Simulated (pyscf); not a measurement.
7 gas-phase steps of one pattern: hydrogen abstraction on the doublet surface, H–H broken and H–O formed. Single points on ωB97X-D3(BJ)/def2-SVP structures (PySCF, gas phase). Electronic energies in kcal/mol, from the separated reactants; ΔE‡ at ωB97M-D3(BJ)/def2-TZVP, beside the barrier at PBE/def2-TZVP on the same structures. Rows were drawn at random from the steps of this pattern with a verified saddle, stable references and no exit in the data more than 5 kcal/mol lower.

```
row                                            step  ΔE‡(PBE)   ΔE‡
---  ----------------------------------------------  --------  ----
1               •O–Al(OH)–F + H₂ → HO–Al(OH)–F + H•      -4.6   2.1
2    •O–Sn(OH)(OH)–OH + H₂ -> HO–Sn(OH)(OH)–OH + H•      -4.0   2.4
3               •O–Ga(OH)–F + H₂ → HO–Ga(OH)–F + H•      -4.5   2.6
4         [O=Si–F]• + H₂ -> HO–Si:–F [singlet] + H•      12.2     ?
5                         H₂B–O• + H₂ → H₂B–OH + H•       9.6  14.9
6        [O=Si–OH]• + H₂ → HO–Si:–OH [singlet] + H•      14.3  18.7
7                     •O–PH–OH + H₂ → HO–PH–OH + H•      24.5  30.5
```

Task: From a straight line through the complete rows, estimate the missing barrier and say how far the line can be trusted.

Result: Over the 6 complete rows the means are +5.9 (ΔE‡(PBE)) and 11.9 (ΔE‡); least squares gives b = 0.95 and a = 6.3 kcal/mol, with residuals of 0.7 kcal/mol (root mean square; largest 1.2, row 6). For row 4: 6.3 + 0.95 × (+12.2) = 17.9 kcal/mol. The computed barrier is 16.3 kcal/mol, 1.6 under the line. The line follows the complete rows closely. Each barrier is that of the saddle found. Elements up to Kr have no core potential and no relativistic terms here. Elements past Kr carry the def2 core potentials, without spin-orbit coupling.
